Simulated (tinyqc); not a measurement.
Inside a calculation (part 1 of 2). Method: UKS/LDA (VWN5) in the sto-6g basis, for BH, spin multiplicity 3. Computed by tinyqc, a small Python program that keeps every step (integrals from PySCF). Settings: charge = 0, multiplicity = 3, basis = sto-6g, energy threshold = 1e-08, iteration cap = 85, orthogonalisation = symmetric, start = core, DIIS depth = 8, method = UKS, functional = lda,vwn, grid = [30, 26]. Command: `OMP_NUM_THREADS=1 python tinyqc.py 24928 24929 out.jsonl` (the two numbers bound the seeds that draw the settings). One thread of a shared host (Intel(R) Xeon(R) Processor @ 2.60GHz), about 1 s of CPU time with the checks. Later iterations appear only in the table of the cycle.

## One-electron integrals

Geometry (angstrom):
```
atom        x        y        z
B     0.00000  0.00000  0.00000
H     0.00000  0.00000  1.21000
```

Basis sto-6g: exponents (1/bohr^2) and contraction coefficients of normalised primitives:
```
element  l (shell)   exponent  coefficient
B            s (1)  506.01115      0.00916
B            s (1)   92.77681      0.04936
B            s (1)   25.95566      0.16854
B            s (1)    8.91645      0.37056
B            s (1)    3.46251      0.41649
B            s (1)    1.42605      0.13033
B            s (2)   23.19458     -0.01325
B            s (2)    4.59081     -0.04699
B            s (2)    1.42682     -0.03379
B            s (2)    0.54895      0.25024
B            s (2)    0.23841      0.59512
B            s (2)    0.10928      0.24071
B            p (3)   23.19458      0.00376
B            p (3)    4.59081      0.03768
B            p (3)    1.42682      0.17390
B            p (3)    0.54895      0.41804
B            p (3)    0.23841      0.42586
B            p (3)    0.10928      0.10171
H            s (1)   35.52322      0.00916
H            s (1)    6.51314      0.04936
H            s (1)    1.82214      0.16854
H            s (1)    0.62596      0.37056
H            s (1)    0.24308      0.41649
H            s (1)    0.10011      0.13033
```

Overlap, kinetic and nuclear-attraction integrals over the contracted functions; the nuclear repulsion is the sum of Za Zb / Rab.

nuclear repulsion = 2.1866827 hartree

overlap S, order 1B 1s, 1B 2s, 1B 2px, 1B 2py, 1B 2pz, 2H 1s:
```
[[1.00000, 0.26489, 0.00000, 0.00000, 0.00000, 0.06605],
 [0.26489, 1.00000, 0.00000, 0.00000, 0.00000, 0.46594],
 [0.00000, 0.00000, 1.00000, 0.00000, 0.00000, 0.00000],
 [0.00000, 0.00000, 0.00000, 1.00000, 0.00000, 0.00000],
 [0.00000, 0.00000, 0.00000, 0.00000, 1.00000, 0.48149],
 [0.06605, 0.46594, 0.00000, 0.00000, 0.48149, 1.00000]]
```

kinetic energy T (hartree), order 1B 1s, 1B 2s, 1B 2px, 1B 2py, 1B 2pz, 2H 1s:
```
[[10.94724, -0.33388, 0.00000, 0.00000, 0.00000, -0.01104],
 [-0.33388, 0.37450, 0.00000, 0.00000, 0.00000, 0.08330],
 [0.00000, 0.00000, 1.12503, 0.00000, 0.00000, 0.00000],
 [0.00000, 0.00000, 0.00000, 1.12503, 0.00000, 0.00000],
 [0.00000, 0.00000, 0.00000, 0.00000, 1.12503, 0.22114],
 [-0.01104, 0.08330, 0.00000, 0.00000, 0.22114, 0.76852]]
```

nuclear attraction V (hartree), order 1B 1s, 1B 2s, 1B 2px, 1B 2py, 1B 2pz, 2H 1s:
```
[[-23.82906, -2.86003, 0.00000, 0.00000, -0.01889, -0.79452],
 [-2.86003, -4.17309, 0.00000, 0.00000, -0.15795, -1.75199],
 [0.00000, 0.00000, -4.13371, 0.00000, 0.00000, 0.00000],
 [0.00000, 0.00000, 0.00000, -4.13371, 0.00000, 0.00000],
 [-0.01889, -0.15795, 0.00000, 0.00000, -4.25136, -1.74812],
 [-0.79452, -1.75199, 0.00000, 0.00000, -1.74812, -3.39734]]
```

core Hamiltonian H = T + V (hartree), order 1B 1s, 1B 2s, 1B 2px, 1B 2py, 1B 2pz, 2H 1s:
```
[[-12.88181, -3.19391, 0.00000, 0.00000, -0.01889, -0.80555],
 [-3.19391, -3.79859, 0.00000, 0.00000, -0.15795, -1.66869],
 [0.00000, 0.00000, -3.00869, 0.00000, 0.00000, 0.00000],
 [0.00000, 0.00000, 0.00000, -3.00869, 0.00000, 0.00000],
 [-0.01889, -0.15795, 0.00000, 0.00000, -3.12633, -1.52698],
 [-0.80555, -1.66869, 0.00000, 0.00000, -1.52698, -2.62882]]
```

## Two-electron integrals

Functions are numbered as in S; the eight-fold symmetry (ij|kl) = (ji|kl) = (kl|ij) leaves the list below.

Two-electron integrals (ij|kl) in chemists' order, unique and non-zero (hartree):
```
(11|11) 2.92499   (21|11) 0.48076   (21|21) 0.09948   (22|11) 0.74345
(22|21) 0.18897   (22|22) 0.54492   (31|31) 0.02110   (32|31) 0.03085
(32|32) 0.12044   (33|11) 0.74345   (33|21) 0.18897   (33|22) 0.54492
(33|33) 0.58711   (41|41) 0.02110   (42|41) 0.03085   (42|42) 0.12044
(43|43) 0.03164   (44|11) 0.74345   (44|21) 0.18897   (44|22) 0.54492
(44|33) 0.52383   (44|44) 0.58711   (51|51) 0.02110   (52|51) 0.03085
(52|52) 0.12044   (53|53) 0.03164   (54|54) 0.03164   (55|11) 0.74345
(55|21) 0.18897   (55|22) 0.54492   (55|33) 0.52383   (55|44) 0.52383
(55|55) 0.58711   (61|11) 0.12466   (61|21) 0.02496   (61|22) 0.04693
(61|33) 0.04667   (61|44) 0.04667   (61|51) 0.00196   (61|52) 0.00371
(61|55) 0.04744   (61|61) 0.00650   (62|11) 0.27730   (62|21) 0.07155
(62|22) 0.22453   (62|33) 0.21837   (62|44) 0.21837   (62|51) 0.00837
(62|52) 0.04781   (62|55) 0.23684   (62|61) 0.01901   (62|62) 0.12448
(63|31) 0.00779   (63|32) 0.03466   (63|53) 0.00913   (63|63) 0.01429
(64|41) 0.00779   (64|42) 0.03466   (64|54) 0.00913   (64|64) 0.01429
(65|11) 0.25382   (65|21) 0.06647   (65|22) 0.21975   (65|33) 0.20814
(65|44) 0.20814   (65|51) 0.01448   (65|52) 0.07744   (65|55) 0.24298
(65|61) 0.01863   (65|62) 0.14284   (65|65) 0.17478   (66|11) 0.43091
(66|21) 0.11357   (66|22) 0.40044   (66|33) 0.37657   (66|44) 0.37657
(66|51) 0.01682   (66|52) 0.12456   (66|55) 0.44817   (66|61) 0.03100
(66|62) 0.27859   (66|65) 0.34854   (66|66) 0.77500
```

## Orthogonalisation

S = U s U^T; symmetric (Loewdin) form X = U s^(-1/2) U^T, so that X^T S X = 1.

eigenvalues of S: [0.31844, 0.79883, 1.00000, 1.00000, 1.16539, 1.71734]

X, order 1B 1s, 1B 2s, 1B 2px, 1B 2py, 1B 2pz, 2H 1s:
```
[[1.02909, -0.15045, 0.00000, 0.00000, -0.01191, 0.02483],
 [-0.15045, 1.15848, 0.00000, 0.00000, 0.13202, -0.34373],
 [0.00000, 0.00000, 1.00000, 0.00000, 0.00000, 0.00000],
 [0.00000, 0.00000, 0.00000, 1.00000, 0.00000, 0.00000],
 [-0.01191, 0.13202, 0.00000, 0.00000, 1.13333, -0.34843],
 [0.02483, -0.34373, 0.00000, 0.00000, -0.34843, 1.25946]]
```

## Starting guess

The start is the orbitals of the core Hamiltonian; D(s) = C_occ C_occ^T for each spin.

D(alpha) at the start, order 1B 1s, 1B 2s, 1B 2px, 1B 2py, 1B 2pz, 2H 1s:
```
[[1.07871, -0.30358, 0.00000, 0.00000, -0.01869, 0.03070],
 [-0.30358, 1.15780, 0.00000, 0.00000, 0.08242, -0.09311],
 [0.00000, 0.00000, 0.97072, 0.16860, 0.00000, 0.00000],
 [0.00000, 0.00000, 0.16860, 0.02928, 0.00000, 0.00000],
 [-0.01869, 0.08242, 0.00000, 0.00000, 1.08249, -0.09345],
 [0.03070, -0.09311, 0.00000, 0.00000, -0.09345, 0.01453]]
```

D(beta) at the start, order 1B 1s, 1B 2s, 1B 2px, 1B 2py, 1B 2pz, 2H 1s:
```
[[1.05756, -0.21634, 0.00000, 0.00000, -0.13770, 0.03380],
 [-0.21634, 0.79777, 0.00000, 0.00000, 0.57352, -0.10588],
 [0.00000, 0.00000, 0.00000, 0.00000, 0.00000, 0.00000],
 [0.00000, 0.00000, 0.00000, 0.00000, 0.00000, 0.00000],
 [-0.13770, 0.57352, 0.00000, 0.00000, 0.41261, -0.07603],
 [0.03380, -0.10588, 0.00000, 0.00000, -0.07603, 0.01408]]
```

## Iteration 1: exchange-correlation on the grid

Becke grid with 30 radial and 26 angular points per atom, points of zero weight dropped. rho = sum D_ij phi_i phi_j; V_xc,ij = sum w v_xc phi_i phi_j; v_xc is d(rho eps)/d rho(s) for spin s.

The 16 grid points with the largest w rho, of 1539 (bohr, atomic units):
```
x               y         z        w  rho(alpha)  rho(beta)    eps_xc  v_xc(alpha)
0.00000   0.00000   1.17026  0.16589     0.13529    0.11336  -0.52540     -0.70168
1.01790   0.00000   1.01790  0.26087     0.09183    0.05602  -0.45088     -0.61548
-1.01790  0.00000   1.01790  0.26087     0.09183    0.05602  -0.45088     -0.61548
-1.43953  0.00000   0.00000  0.35849     0.08915    0.01651  -0.43223     -0.59513
1.43953   0.00000   0.00000  0.35849     0.08915    0.01651  -0.43223     -0.59513
-1.74991  0.00000   0.00000  0.60846     0.05211    0.00975  -0.36542     -0.50163
1.74991   0.00000   0.00000  0.60846     0.05211    0.00975  -0.36542     -0.50163
0.00000   0.00000   0.93839  0.10851     0.18039    0.14961  -0.57375     -0.76783
0.82750   0.00000   0.82750  0.15965     0.13725    0.08357  -0.51054     -0.69852
-0.82750  0.00000   0.82750  0.15965     0.13725    0.08357  -0.51054     -0.69852
0.00000   0.00000  -1.43953  0.35858     0.09121    0.00124  -0.44468     -0.59065
0.00000   0.00000  -1.74991  0.60890     0.05330    0.00067  -0.37466     -0.49690
-1.17026  0.00000   0.00000  0.20485     0.13129    0.02383  -0.48812     -0.67332
1.17026   0.00000   0.00000  0.20485     0.13129    0.02383  -0.48812     -0.67332
1.23738   0.00000   1.23738  0.37451     0.05259    0.03184  -0.37947     -0.51658
-1.23738  0.00000   1.23738  0.37451     0.05259    0.03184  -0.37947     -0.51658
```

electrons on the grid, sum of w rho = 6.00444

E_xc = sum of w rho eps_xc = -4.3574905 hartree

V_xc(alpha) (hartree), order 1B 1s, 1B 2s, 1B 2px, 1B 2py, 1B 2pz, 2H 1s:
```
[[-1.82846, -0.27508, 0.00000, 0.00000, -0.00172, -0.07362],
 [-0.27508, -0.50762, 0.00000, 0.00000, -0.00984, -0.19778],
 [0.00000, 0.00000, -0.52575, -0.00994, 0.00000, 0.00000],
 [0.00000, 0.00000, -0.00994, -0.46822, 0.00000, 0.00000],
 [-0.00172, -0.00984, 0.00000, 0.00000, -0.52882, -0.18793],
 [-0.07362, -0.19778, 0.00000, 0.00000, -0.18793, -0.28967]]
```

V_xc(beta) (hartree), order 1B 1s, 1B 2s, 1B 2px, 1B 2py, 1B 2pz, 2H 1s:
```
[[-1.79792, -0.25188, 0.00000, 0.00000, -0.01254, -0.06961],
 [-0.25188, -0.39755, 0.00000, 0.00000, -0.07739, -0.17751],
 [0.00000, 0.00000, -0.39843, -0.00236, 0.00000, 0.00000],
 [0.00000, 0.00000, -0.00236, -0.38518, 0.00000, 0.00000],
 [-0.01254, -0.07739, 0.00000, 0.00000, -0.40896, -0.18233],
 [-0.06961, -0.17751, 0.00000, 0.00000, -0.18233, -0.27322]]
```

## Iteration 1: building the Kohn-Sham matrix

J_ij = sum D_kl (ij|kl) with D = D(alpha) + D(beta); F = H + J + V_xc; E = tr D H + tr D J / 2 + E_xc + E_nn.

Coulomb J (hartree), order 1B 1s, 1B 2s, 1B 2px, 1B 2py, 1B 2pz, 2H 1s:
```
[[8.88953, 1.72007, 0.00000, 0.00000, 0.02637, 0.44181],
 [1.72007, 3.67065, 0.00000, 0.00000, 0.10712, 1.50213],
 [0.00000, 0.00000, 3.68512, 0.01067, 0.00000, 0.00000],
 [0.00000, 0.00000, 0.01067, 3.62555, 0.00000, 0.00000],
 [0.02637, 0.10712, 0.00000, 0.00000, 3.70129, 1.46762],
 [0.44181, 1.50213, 0.00000, 0.00000, 1.46762, 2.58748]]
```

F(alpha) (hartree), order 1B 1s, 1B 2s, 1B 2px, 1B 2py, 1B 2pz, 2H 1s:
```
[[-5.82074, -1.74892, 0.00000, 0.00000, 0.00576, -0.43736],
 [-1.74892, -0.63556, 0.00000, 0.00000, -0.06067, -0.36434],
 [0.00000, 0.00000, 0.15069, 0.00073, 0.00000, 0.00000],
 [0.00000, 0.00000, 0.00073, 0.14863, 0.00000, 0.00000],
 [0.00576, -0.06067, 0.00000, 0.00000, 0.04614, -0.24729],
 [-0.43736, -0.36434, 0.00000, 0.00000, -0.24729, -0.33101]]
```

F(beta) (hartree), order 1B 1s, 1B 2s, 1B 2px, 1B 2py, 1B 2pz, 2H 1s:
```
[[-5.79020, -1.72572, 0.00000, 0.00000, -0.00506, -0.43335],
 [-1.72572, -0.52548, 0.00000, 0.00000, -0.12821, -0.34407],
 [0.00000, 0.00000, 0.27801, 0.00831, 0.00000, 0.00000],
 [0.00000, 0.00000, 0.00831, 0.23168, 0.00000, 0.00000],
 [-0.00506, -0.12821, 0.00000, 0.00000, 0.16600, -0.24168],
 [-0.43335, -0.34407, 0.00000, 0.00000, -0.24168, -0.31456]]
```

total energy of this density = -24.2942712 hartree

## Iteration 1: diagonalisation and new density

Diagonalise F' = X^T F X, C = X C', fill 4 alpha and 2 beta electrons from the bottom; D(s) = C_occ C_occ^T. Each column has its largest component positive (the first on a tie).

F' = X^T F X (alpha) (hartree):
```
[[-5.65715, -0.98184, 0.00000, 0.00000, -0.00873, -0.06122],
 [-0.98184, -0.16479, 0.00000, 0.00000, 0.08338, -0.25595],
 [0.00000, 0.00000, 0.15069, 0.00073, 0.00000, 0.00000],
 [0.00000, 0.00000, 0.00073, 0.14863, 0.00000, 0.00000],
 [-0.00873, 0.08338, 0.00000, 0.00000, 0.21956, -0.30555],
 [-0.06122, -0.25595, 0.00000, 0.00000, -0.30555, -0.07778]]
```

orbital energies (alpha) (hartree): [-5.82928, -0.35179, 0.00308, 0.14840, 0.15092, 0.49783]

coefficients C (alpha), order 1B 1s, 1B 2s, 1B 2px, 1B 2py, 1B 2pz, 2H 1s:
```
[[0.98830, -0.14866, -0.25212, 0.00000, 0.00000, 0.14147],
 [0.04431, 0.30829, 0.91579, 0.00000, 0.00000, -0.75140],
 [0.00000, 0.00000, 0.00000, -0.30387, 0.95271, 0.00000],
 [0.00000, 0.00000, 0.00000, 0.95271, 0.30387, 0.00000],
 [0.00458, 0.19270, -0.48300, 0.00000, 0.00000, -1.07377],
 [-0.01168, 0.73326, -0.31279, 0.00000, 0.00000, 1.09122]]
```

F' = X^T F X (beta) (hartree):
```
[[-5.62940, -0.97687, 0.00000, 0.00000, -0.01098, -0.06091],
 [-0.97687, -0.05689, 0.00000, 0.00000, 0.02007, -0.24816],
 [0.00000, 0.00000, 0.27801, 0.00831, 0.00000, 0.00000],
 [0.00000, 0.00000, 0.00831, 0.23168, 0.00000, 0.00000],
 [-0.01098, 0.02007, 0.00000, 0.00000, 0.35117, -0.32148],
 [-0.06091, -0.24816, 0.00000, 0.00000, -0.32148, -0.06272]]
```

orbital energies (beta) (hartree): [-5.79752, -0.32796, 0.15889, 0.23024, 0.27945, 0.56875]

coefficients C (beta), order 1B 1s, 1B 2s, 1B 2px, 1B 2py, 1B 2pz, 2H 1s:
```
[[0.98928, -0.13550, -0.26971, 0.00000, 0.00000, -0.11241],
 [0.04103, 0.25955, 1.01184, 0.00000, 0.00000, 0.63830],
 [0.00000, 0.00000, 0.00000, -0.17144, 0.98519, 0.00000],
 [0.00000, 0.00000, 0.00000, 0.98519, 0.17144, 0.00000],
 [0.00671, 0.19523, -0.34169, 0.00000, 0.00000, 1.12628],
 [-0.01167, 0.76211, -0.41106, 0.00000, 0.00000, -1.03754]]
```

D(alpha) after iteration 1, order 1B 1s, 1B 2s, 1B 2px, 1B 2py, 1B 2pz, 2H 1s:
```
[[1.06240, -0.23293, 0.00000, 0.00000, 0.09765, -0.04169],
 [-0.23293, 0.93568, 0.00000, 0.00000, -0.38271, -0.06091],
 [0.00000, 0.00000, 0.09233, -0.28950, 0.00000, 0.00000],
 [0.00000, 0.00000, -0.28950, 0.90767, 0.00000, 0.00000],
 [0.09765, -0.38271, 0.00000, 0.00000, 0.27044, 0.29232],
 [-0.04169, -0.06091, 0.00000, 0.00000, 0.29232, 0.63565]]
```

D(beta) after iteration 1, order 1B 1s, 1B 2s, 1B 2px, 1B 2py, 1B 2pz, 2H 1s:
```
[[0.99703, 0.00543, 0.00000, 0.00000, -0.01982, -0.11480],
 [0.00543, 0.06905, 0.00000, 0.00000, 0.05095, 0.19733],
 [0.00000, 0.00000, 0.00000, 0.00000, 0.00000, 0.00000],
 [0.00000, 0.00000, 0.00000, 0.00000, 0.00000, 0.00000],
 [-0.01982, 0.05095, 0.00000, 0.00000, 0.03816, 0.14871],
 [-0.11480, 0.19733, 0.00000, 0.00000, 0.14871, 0.58095]]
```

## Iteration 2: exchange-correlation on the grid

As before.

The 16 grid points with the largest w rho, of 1539 (bohr, atomic units):
```
x               y         z        w  rho(alpha)  rho(beta)    eps_xc  v_xc(alpha)
0.00000  -1.43953   0.00000  0.35849     0.08085    0.00359  -0.42483     -0.56969
0.00000   1.43953   0.00000  0.35849     0.08085    0.00359  -0.42483     -0.56969
0.00000  -1.74991   0.00000  0.60846     0.04727    0.00216  -0.35820     -0.47965
0.00000   1.74991   0.00000  0.60846     0.04727    0.00216  -0.35820     -0.47965
0.00000   0.00000   1.43953  0.15202     0.09257    0.08772  -0.47512     -0.62575
0.00000  -1.17026   0.00000  0.20485     0.11923    0.00562  -0.48050     -0.64565
0.00000   1.17026   0.00000  0.20485     0.11923    0.00562  -0.48050     -0.64565
0.00000  -2.10561   0.00000  1.00618     0.02364    0.00113  -0.28765     -0.38446
0.00000   2.10561   0.00000  1.00618     0.02364    0.00113  -0.28765     -0.38446
0.00000   0.00000  -1.43953  0.35858     0.06626    0.00017  -0.40284     -0.53248
0.00000   0.00000  -1.74991  0.60890     0.03899   4.99e-05  -0.34017     -0.44905
0.00000  -1.01790  -1.01790  0.28686     0.07897    0.00024  -0.42604     -0.56340
0.00000   1.01790  -1.01790  0.28686     0.07897    0.00024  -0.42604     -0.56340
0.00000  -1.23738  -1.23738  0.48712     0.04631    0.00009  -0.35931     -0.47456
0.00000   1.23738  -1.23738  0.48712     0.04631    0.00009  -0.35931     -0.47456
0.00000   0.00000   1.17026  0.16589     0.06938    0.06551  -0.43446     -0.57195
```

electrons on the grid, sum of w rho = 6.00406

E_xc = sum of w rho eps_xc = -4.1893799 hartree

V_xc(alpha) (hartree), order 1B 1s, 1B 2s, 1B 2px, 1B 2py, 1B 2pz, 2H 1s:
```
[[-1.81031, -0.26444, 0.00000, 0.00000, 0.00384, -0.07012],
 [-0.26444, -0.47690, 0.00000, 0.00000, -0.00122, -0.21777],
 [0.00000, 0.00000, -0.43854, 0.01962, 0.00000, 0.00000],
 [0.00000, 0.00000, 0.01962, -0.49433, 0.00000, 0.00000],
 [0.00384, -0.00122, 0.00000, 0.00000, -0.49776, -0.23018],
 [-0.07012, -0.21777, 0.00000, 0.00000, -0.23018, -0.49541]]
```

V_xc(beta) (hartree), order 1B 1s, 1B 2s, 1B 2px, 1B 2py, 1B 2pz, 2H 1s:
```
[[-1.77003, -0.24014, 0.00000, 0.00000, -0.00438, -0.06563],
 [-0.24014, -0.35111, 0.00000, 0.00000, -0.06161, -0.19414],
 [0.00000, 0.00000, -0.32784, 0.00569, 0.00000, 0.00000],
 [0.00000, 0.00000, 0.00569, -0.34446, 0.00000, 0.00000],
 [-0.00438, -0.06161, 0.00000, 0.00000, -0.38099, -0.22420],
 [-0.06563, -0.19414, 0.00000, 0.00000, -0.22420, -0.48072]]
```

## Iteration 2: building the Kohn-Sham matrix

As before.

Coulomb J (hartree), order 1B 1s, 1B 2s, 1B 2px, 1B 2py, 1B 2pz, 2H 1s:
```
[[8.30972, 1.59047, 0.00000, 0.00000, 0.01773, 0.40897],
 [1.59047, 3.43327, 0.00000, 0.00000, 0.15663, 1.51811],
 [0.00000, 0.00000, 3.37063, -0.01832, 0.00000, 0.00000],
 [0.00000, 0.00000, -0.01832, 3.42222, 0.00000, 0.00000],
 [0.01773, 0.15663, 0.00000, 0.00000, 3.50695, 1.55861],
 [0.40897, 1.51811, 0.00000, 0.00000, 1.55861, 2.98955]]
```

F(alpha) (hartree), order 1B 1s, 1B 2s, 1B 2px, 1B 2py, 1B 2pz, 2H 1s:
```
[[-6.38240, -1.86788, 0.00000, 0.00000, 0.00268, -0.46671],
 [-1.86788, -0.84223, 0.00000, 0.00000, -0.00254, -0.36835],
 [0.00000, 0.00000, -0.07660, 0.00130, 0.00000, 0.00000],
 [0.00000, 0.00000, 0.00130, -0.08080, 0.00000, 0.00000],
 [0.00268, -0.00254, 0.00000, 0.00000, -0.11714, -0.19855],
 [-0.46671, -0.36835, 0.00000, 0.00000, -0.19855, -0.13468]]
```

F(beta) (hartree), order 1B 1s, 1B 2s, 1B 2px, 1B 2py, 1B 2pz, 2H 1s:
```
[[-6.34213, -1.84359, 0.00000, 0.00000, -0.00554, -0.46222],
 [-1.84359, -0.71644, 0.00000, 0.00000, -0.06293, -0.34472],
 [0.00000, 0.00000, 0.03410, -0.01263, 0.00000, 0.00000],
 [0.00000, 0.00000, -0.01263, 0.06908, 0.00000, 0.00000],
 [-0.00554, -0.06293, 0.00000, 0.00000, -0.00037, -0.19257],
 [-0.46222, -0.34472, 0.00000, 0.00000, -0.19257, -0.11999]]
```

total energy of this density = -24.7419789 hartree

## Iteration 2: DIIS over 2 matrices

error matrix X^T (FDS - SDF) X (alpha):
```
[[0.00000, -0.00793, 0.00000, 0.00000, -0.01122, 0.02233],
 [0.00793, 0.00000, 0.00000, 0.00000, -0.02379, -0.07499],
 [0.00000, 0.00000, 0.00000, -0.00016, 0.00000, 0.00000],
 [0.00000, 0.00000, 0.00016, 0.00000, 0.00000, 0.00000],
 [0.01122, 0.02379, 0.00000, 0.00000, 0.00000, -0.17305],
 [-0.02233, 0.07499, 0.00000, 0.00000, 0.17305, 0.00000]]
```

B (overlaps of the stored error matrices):
```
[[7.5306135e-01, -3.1169659e-01],
 [-3.1169659e-01, 1.4779707e-01]]
```

Minimise |sum c_i e_i|^2 with sum c_i = 1: solve [B -1; -1 0][c; lambda] = [0; -1] with B_ij = tr e_i^T e_j summed over both spins, and take F = sum c_i F_i.

DIIS coefficients: [0.30146, 0.69854]

extrapolated F(alpha) (hartree), order 1B 1s, 1B 2s, 1B 2px, 1B 2py, 1B 2pz, 2H 1s:
```
[[-6.21308, -1.83202, 0.00000, 0.00000, 0.00360, -0.45786],
 [-1.83202, -0.77993, 0.00000, 0.00000, -0.02006, -0.36714],
 [0.00000, 0.00000, -0.00808, 0.00113, 0.00000, 0.00000],
 [0.00000, 0.00000, 0.00113, -0.01163, 0.00000, 0.00000],
 [0.00360, -0.02006, 0.00000, 0.00000, -0.06792, -0.21324],
 [-0.45786, -0.36714, 0.00000, 0.00000, -0.21324, -0.19386]]
```

extrapolated F(beta) (hartree), order 1B 1s, 1B 2s, 1B 2px, 1B 2py, 1B 2pz, 2H 1s:
```
[[-6.17575, -1.80806, 0.00000, 0.00000, -0.00540, -0.45352],
 [-1.80806, -0.65888, 0.00000, 0.00000, -0.08261, -0.34453],
 [0.00000, 0.00000, 0.10763, -0.00632, 0.00000, 0.00000],
 [0.00000, 0.00000, -0.00632, 0.11810, 0.00000, 0.00000],
 [-0.00540, -0.08261, 0.00000, 0.00000, 0.04978, -0.20738],
 [-0.45352, -0.34453, 0.00000, 0.00000, -0.20738, -0.17865]]
```
